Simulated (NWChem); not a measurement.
**C2H7NO (SMILES COCN): levels of theory compared**

Wanted: a comparison of 5 runs (HF/def2-SVP, PBE0/6-31+G*, PBE0/def2-SVP, MP2/6-31G**, MP2/def2-SVPD) of C2H7NO. 

The calculation is run with NWChem 7.3.0.

**1. Starting point**

C2H7NO: 11 atoms, total charge 0, spin state singlet. As SMILES, `COCN`. The coordinates come from a PBE0-D4/def2-TZVP relaxation. This is a higher conformer, about 22 kJ/mol above the lowest found by a separate search.

Bond lengths: C1–O2 1.398 Å, O2–C3 1.406 Å, C3–N4 1.425 Å, C1–H5 1.090 Å, C1–H6 1.100 Å, C1–H7 1.100 Å, C3–H8 1.106 Å, C3–H9 1.101 Å, N4–H10 1.007 Å, N4–H11 1.009 Å. Some angles: C1–O2–C3 111.9°, O2–C3–N4 108.7°, O2–C1–H5 107.6°, O2–C1–H6 111.8°, O2–C1–H7 111.8°, O2–C3–H8 108.0°, O2–C3–H9 109.9°, N4–C3–H8 113.9°, N4–C3–H9 108.8°, C3–N4–H10 112.7°.

**2. Energy and forces at HF/def2-SVP (run 1)**

Contents of c2h7no.xyz:

```xyz
11
C2H7NO hf
C     -0.958000     1.409200    -0.033200
O     -0.853300     0.028700     0.163500
C      0.475900    -0.416600     0.053800
N      0.495100    -1.836200     0.181600
H     -2.012300     1.673800     0.046700
H     -0.394100     1.974000     0.724000
H     -0.591100     1.710300    -1.025900
H      0.882800    -0.047200    -0.905900
H      1.085000     0.020900     0.859400
H      1.325200    -2.174200     0.641300
H      0.370200    -2.315800    -0.697200
```

Contents of run.py:

```python
from ase.io import read
from ase.calculators.nwchem import NWChem

atoms = read('c2h7no.xyz')

calc = NWChem(
    label='c2h7no',
    theory='scf',
    memory='2200 mb',
    basis='def2-SVP',
    basispar='spherical bse',
    scf={'nopen': '0', 'rhf': None, 'thresh': '1e-08', 'maxiter': '80', 'print': 'low'},
)
atoms.calc = calc

forces = atoms.get_forces()
print("Total energy (eV):", round(atoms.get_potential_energy(), 6))
print("forces (eV/A):")
for s, f in zip(atoms.symbols, forces):
    print(f"{s:2s} {f[0]:10.5f} {f[1]:10.5f} {f[2]:10.5f}")
```

On the command line:

```console
$ export ASE_NWCHEM_COMMAND="nwchem PREFIX.nwi > PREFIX.nwo"
$ python run.py
```

The log of the run:

```text
Total energy (eV): -5685.485783
forces (eV/A):
C    -0.19304   -0.40701    0.09806
O     0.91444    0.67795   -0.25958
C    -0.61393   -0.03466    0.13879
N     0.35461   -0.15622   -0.15951
H     0.08603    0.03877   -0.01378
H    -0.08773   -0.08701   -0.08994
H    -0.07868   -0.05219    0.13442
H    -0.03132   -0.13149    0.18142
H    -0.12835   -0.05898   -0.13678
H    -0.25418    0.07261   -0.21834
H     0.03214    0.13827    0.32524
```

The calculator wrote c2h7no.nwi:

```
title "c2h7no"

permanent_dir c2h7no

scratch_dir c2h7no

start c2h7no

geometry units angstrom nocenter noautosym noautoz
  C  -9.5799999999999996e-01 1.4092000000000000e+00 -3.3200000000000000e-02
  O  -8.5329999999999995e-01 2.8700000000000000e-02 1.6350000000000001e-01
  C  4.7589999999999999e-01 -4.1660000000000003e-01 5.3800000000000001e-02
  N  4.9509999999999998e-01 -1.8362000000000001e+00 1.8160000000000001e-01
  H  -2.0123000000000002e+00 1.6738000000000000e+00 4.6699999999999998e-02
  H  -3.9410000000000001e-01 1.9740000000000000e+00 7.2399999999999998e-01
  H  -5.9109999999999996e-01 1.7102999999999999e+00 -1.0259000000000000e+00
  H  8.8280000000000003e-01 -4.7199999999999999e-02 -9.0590000000000004e-01
  H  1.0850000000000000e+00 2.0899999999999998e-02 8.5940000000000005e-01
  H  1.3251999999999999e+00 -2.1741999999999999e+00 6.4129999999999998e-01
  H  3.7019999999999997e-01 -2.3157999999999999e+00 -6.9720000000000004e-01
end

memory 2200 mb

basis spherical bse noprint
   * library def2-SVP
end

scf
  nopen 0
  rhf
  thresh 1e-08
  maxiter 80
  print low
end

task scf gradient
```

c2h7no.nwo:

```text
Northwest Computational Chemistry Package (NWChem) 7.3.0
             --------------------------------------------------------

           Job information
           ---------------

    nwchem branch   = 7.3.0
    use scalapack   = T
    input           = c2h7no.nwi
    prefix          = c2h7no.
    data base       = c2h7no/c2h7no.db
    status          = startup
    nproc           =        1

           Memory information
           ------------------

    heap     =     72089600 doubles =      550.0 Mbytes
    stack    =     72089597 doubles =      550.0 Mbytes
    global   =    144179200 doubles =     1100.0 Mbytes (distinct from heap & stack)
    total    =    288358397 doubles =     2200.0 Mbytes
    verify   = yes
    hardfail = no

           Directory information
           ---------------------

  0 permanent = c2h7no
  0 scratch   = c2h7no

                                NWChem Input Module
                                -------------------

                                      c2h7no
                                      ------

[... 26 lines left out ...]
            Nuclear Dipole moment (a.u.)
[... 57 lines left out ...]
                                      c2h7no

  ao basis        = "ao basis"
  functions       =    91
  atoms           =    11
  closed shells   =    17
  open shells     =     0
  charge          =   0.00
  wavefunction    = RHF
  input vectors   = atomic
  output vectors  = c2h7no/c2h7no.movecs
  use symmetry    = F
  symmetry adapt  = F

 Forming initial guess at       0.0s

 Starting SCF solution at       0.3s

       Final RHF  results
       ------------------

         Total SCF energy =   -208.937750472047
      One-electron energy =   -552.040506792397
      Two-electron energy =    208.051298679094
 Nuclear repulsion energy =    135.051457641255

        Time for solution =      8.1s

                              NWChem Gradients Module
                              -----------------------

                         RHF ENERGY GRADIENTS

    atom               coordinates                        gradient
                 x          y          z           x          y          z
   1 C      -1.810357   2.663002  -0.062739    0.003754   0.007915  -0.001907
   2 O      -1.612503   0.054235   0.308970   -0.017783  -0.013184   0.005048
   3 C       0.899321  -0.787260   0.101667    0.011939   0.000674  -0.002699
[... 7 lines of this table left out ...]
  11 H       0.699577  -4.376227  -1.317517   -0.000625  -0.002689  -0.006325

 Task  times  cpu:       10.7s     wall:       10.7s
 Total times  cpu:       10.7s     wall:       10.7s
```

Run time: 12 s. Hardware: 1 thread of Intel Xeon 6975P-C (Granite Rapids), shared host; peak memory 0.1 GiB.

**3. Energy and forces at PBE0/6-31+G(d) (spherical functions) (run 2)**

Contents of mol.nw:

```
start mol
title "C2H7NO"
memory total 2200 mb
geometry units angstroms noautosym nocenter noautoz
 C     -0.958000     1.409200    -0.033200
 O     -0.853300     0.028700     0.163500
 C      0.475900    -0.416600     0.053800
 N      0.495100    -1.836200     0.181600
 H     -2.012300     1.673800     0.046700
 H     -0.394100     1.974000     0.724000
 H     -0.591100     1.710300    -1.025900
 H      0.882800    -0.047200    -0.905900
 H      1.085000     0.020900     0.859400
 H      1.325200    -2.174200     0.641300
 H      0.370200    -2.315800    -0.697200
end
basis spherical bse
 * library 6-31+G*
end
dft
 xc pbe0
 grid xfine
 convergence energy 1e-08
 maxiter 100
 mulliken
end
task dft gradient
```

On the command line:

```console
$ nwchem mol.nw > mol.out
```

The log of the run:

```text
[...]
          Wavefunction type:  closed shell.
          No. of atoms     :    11
          No. of electrons :    34
[...]
          Charge           :     0
          Spin multiplicity:     1
[...]
          AO basis - number of functions:    86
[...]
              XC Information
              --------------
                         PBE0 Method XC Functional
                     Hartree-Fock (Exact) Exchange  0.250
          PerdewBurkeErnzerhof Exchange Functional  0.750
            Perdew 1991 LDA Correlation Functional  1.000 local
           PerdewBurkeErnz. Correlation Functional  1.000 non-local
[...]
 d= 0,ls=0.0,diis     1   -210.0653969683 -3.45D+02  1.46D-02  6.08D-01     4.2
[...]
 d= 0,ls=0.0,diis    10   -210.1343349895 -9.92D-10  3.21D-07  7.53D-10    41.0
         Total DFT energy =     -210.134334989505
      One electron energy =     -552.336117538164
           Coulomb energy =      235.890960995517
    Exchange-Corr. energy =      -28.740636088113
 Nuclear repulsion energy =      135.051457641256
[...]
      Total Density - Mulliken Population Analysis
     ---------------------------------------------
    Atom       Charge   Shell Charges
 -----------   ------   -------------------------------------------------------
    1 C    6     6.43   2.00  0.66  2.06  0.66  0.89  0.05  0.04  0.06
    2 O    8     8.30   2.00  0.90  2.90  0.97  1.59 -0.06 -0.04  0.03
    3 C    6     6.19   2.00  0.67  2.02  0.53  0.68  0.15  0.05  0.09
    4 N    7     7.80   2.00  0.77  2.52  0.90  1.55 -0.09  0.13  0.03
    5 H    1     0.78   0.53  0.25
    6 H    1     0.81   0.53  0.28
    7 H    1     0.81   0.53  0.28
    8 H    1     0.83   0.53  0.30
    9 H    1     0.82   0.53  0.29
   10 H    1     0.62   0.51  0.11
[...]
  wavefunction    = closed shell
                         DFT ENERGY GRADIENTS
    atom               coordinates                        gradient
                 x          y          z           x          y          z
   1 C      -1.810357   2.663002  -0.062739   -0.000083  -0.001724   0.000411
   2 O      -1.612503   0.054235   0.308970    0.002013   0.001321  -0.000288
   3 C       0.899321  -0.787260   0.101667   -0.000915  -0.001215  -0.000175
   4 N       0.935603  -3.469915   0.343174    0.001708  -0.000345  -0.001290
   5 H      -3.802696   3.163023   0.088250    0.001849   0.000126  -0.000263
   6 H      -0.744741   3.730319   1.368162   -0.000880  -0.000684  -0.001538
   7 H      -1.117017   3.231998  -1.938670   -0.000440  -0.000297   0.001817
   8 H       1.668250  -0.089195  -1.711903   -0.000567  -0.000372   0.001496
   9 H       2.050353   0.039495   1.624031   -0.000614  -0.000327  -0.001253
  10 H       2.504265  -4.108642   1.211881   -0.002847   0.001689  -0.001509
  11 H       0.699577  -4.376227  -1.317517    0.000776   0.001827   0.002592
[...]
```

It took 52 s on 1 thread of Intel Xeon 6975P-C (Granite Rapids), shared host; peak memory 0.14 GiB.

Runs 3 to 4 aren't shown in full; the table further down has their settings and results.

**4. Energy and gradient at MP2/def2-SVPD (run 5)**

c2h7no.xyz: that of step 2 with these lines changed.

```diff
@@ -1,3 +1,3 @@
 11
-C2H7NO hf
+C2H7NO mp2
 C     -0.958000     1.409200    -0.033200
```

Contents of run.py:

```python
from ase.io import read
from ase.calculators.nwchem import NWChem

system = read('c2h7no.xyz')

calc = NWChem(
    label='c2h7no',
    theory='mp2',
    memory='2200 mb',
    basis='def2-SVPD',
    basispar='spherical bse',
    scf={'nopen': '0', 'rhf': None, 'thresh': '1e-08', 'maxiter': '80'},
    mp2={'freeze': 'core 4', 'tight': None},
)
system.calc = calc

forces = system.get_forces()
print(f"energy = {system.get_potential_energy():.6f} eV")
print("forces (eV/A):")
for s, f in zip(system.symbols, forces):
    print(f"{s:2s} {f[0]:10.5f} {f[1]:10.5f} {f[2]:10.5f}")
```

On the command line:

```console
$ export ASE_NWCHEM_COMMAND="nwchem PREFIX.nwi > PREFIX.nwo"
$ python run.py
```

The log of the run:

```text
energy = -5704.360402 eV
forces (eV/A):
C    -0.06891    0.29876   -0.03954
O    -0.25007   -0.27886    0.06762
C     0.13365    0.06073   -0.00545
N    -0.11004   -0.02638    0.04592
H    -0.19571    0.05502    0.01352
H     0.10608    0.07497    0.14187
H     0.05950    0.02571   -0.17149
H     0.05847    0.03944   -0.13951
H     0.09729    0.07646    0.13992
H     0.21824   -0.15360    0.13822
H    -0.04849   -0.17226   -0.19114
```

The calculator wrote c2h7no.nwi:

```
title "c2h7no"

permanent_dir c2h7no

scratch_dir c2h7no

start c2h7no

geometry units angstrom nocenter noautosym noautoz
  C  -9.5799999999999996e-01 1.4092000000000000e+00 -3.3200000000000000e-02
  O  -8.5329999999999995e-01 2.8700000000000000e-02 1.6350000000000001e-01
  C  4.7589999999999999e-01 -4.1660000000000003e-01 5.3800000000000001e-02
  N  4.9509999999999998e-01 -1.8362000000000001e+00 1.8160000000000001e-01
  H  -2.0123000000000002e+00 1.6738000000000000e+00 4.6699999999999998e-02
  H  -3.9410000000000001e-01 1.9740000000000000e+00 7.2399999999999998e-01
  H  -5.9109999999999996e-01 1.7102999999999999e+00 -1.0259000000000000e+00
  H  8.8280000000000003e-01 -4.7199999999999999e-02 -9.0590000000000004e-01
  H  1.0850000000000000e+00 2.0899999999999998e-02 8.5940000000000005e-01
  H  1.3251999999999999e+00 -2.1741999999999999e+00 6.4129999999999998e-01
  H  3.7019999999999997e-01 -2.3157999999999999e+00 -6.9720000000000004e-01
end

memory 2200 mb

basis spherical bse noprint
   * library def2-SVPD
end

scf
  nopen 0
  rhf
  thresh 1e-08
  maxiter 80
end
mp2
  freeze core 4
  tight
end

task mp2 gradient
```

c2h7no.nwo:

```text
Northwest Computational Chemistry Package (NWChem) 7.3.0
             --------------------------------------------------------

           Job information
           ---------------

    nwchem branch   = 7.3.0
    use scalapack   = T
    input           = c2h7no.nwi
    prefix          = c2h7no.
    data base       = c2h7no/c2h7no.db
    status          = startup
    nproc           =        1

           Memory information
           ------------------

    heap     =     72089600 doubles =      550.0 Mbytes
    stack    =     72089597 doubles =      550.0 Mbytes
    global   =    144179200 doubles =     1100.0 Mbytes (distinct from heap & stack)
    total    =    288358397 doubles =     2200.0 Mbytes
    verify   = yes
    hardfail = no

           Directory information
           ---------------------

  0 permanent = c2h7no
  0 scratch   = c2h7no

                                NWChem Input Module
                                -------------------

                                      c2h7no
                                      ------

[... 26 lines left out ...]
            Nuclear Dipole moment (a.u.)
[... 91 lines left out ...]
 1-e energy   =    -548.316536
[... 7 lines left out ...]
         Quadratically convergent ROHF
[... 3 lines left out ...]
 Final Fock-matrix accuracy:          1.000E-10
[... 14 lines left out ...]
         Total SCF energy =   -208.954704065398
[... 1 line left out ...]
      Two-electron energy =    207.854591932621
[... 4 lines left out ...]
             Final eigenvalues
[... 476 lines left out ...]
 CPHF converged to   5.5D-07 in   11 iters
[... 11 lines left out ...]
 MP2 RHF      natural orbital occupation numbers
[... 124 lines left out ...]
  123    0.0000
  124    0.0000
  125    0.0000
  126    0.0000
  127    0.0000
  128    0.0000
  129    0.0000
  130    0.0000
  131    0.0000
  132    0.0000
  133    0.0000
  134    0.0000
  135    0.0000
  136   -0.0000
  137   -0.0001
  138   -0.0003
  139   -0.0004

  MP2 natural orbitals output to c2h7no/c2h7no.mp2nos

                         mp2 ENERGY GRADIENTS

    atom               coordinates                        gradient
                 x          y          z           x          y          z
   1 C      -1.810357   2.663002  -0.062739    0.001340  -0.005810   0.000769
   2 O      -1.612503   0.054235   0.308970    0.004863   0.005423  -0.001315
   3 C       0.899321  -0.787260   0.101667   -0.002599  -0.001181   0.000106
[... 7 lines of this table left out ...]
  11 H       0.699577  -4.376227  -1.317517    0.000943   0.003350   0.003717

                 ----------------------------------------
                 |  Time  |  1-e(secs)   |  2-e(secs)   |
                 ----------------------------------------
                 |  CPU   |       0.01   |       7.58   |
                 ----------------------------------------
                 |  WALL  |       0.01   |       7.58   |
                 ----------------------------------------
 -----------------------
 Task  times  cpu:       90.1s     wall:       90.1s
 Total times  cpu:       90.2s     wall:       90.2s
```

Wall time 92 s (1 thread of Intel Xeon 6975P-C (Granite Rapids), shared host); peak memory 0.84 GiB.

**5. The series**

```csv
run,level,iteration cap,module,energy (Eh),largest force (eV/Å),wall time
1,HF/def2-SVP,80,scf,-208.937750,1.168,12 s
2,PBE0/6-31+G* (spherical functions),100,dft,-210.134335,0.187,52 s
3,PBE0/def2-SVP,100,dft,-209.975284,0.726,18 s
4,MP2/6-31G** (spherical functions),80,mp2,-209.740829,0.675,23 s
5,MP2/def2-SVPD,80,mp2,-209.631380,0.381,92 s
```

**6. Results**

| quantity | value |
| --- | --- |
| run 5: total energy | -209.63138 Eh |
| run 5: dipole moment (of the density that the program reports) | 2.34 D |
| run 5: HOMO energy (Hartree–Fock orbitals) | -10.89 eV |
| run 5: LUMO energy (Hartree–Fock orbitals) | 2.72 eV |
| run 5: HOMO–LUMO gap (Hartree–Fock orbitals) | 13.60 eV |
| run 5: correlation energy (4 core orbitals frozen) | -676.7 mEh |
| run 5: largest force on an atom | 0.381 eV/Å |

In words: Over runs 2, 3, 4, 5 the dipole moment (its size) runs from 2.29 D (PBE0/def2-SVP) to 2.51 D (PBE0/6-31+G*). All runs together took 3.3 min, the longest 92 s.
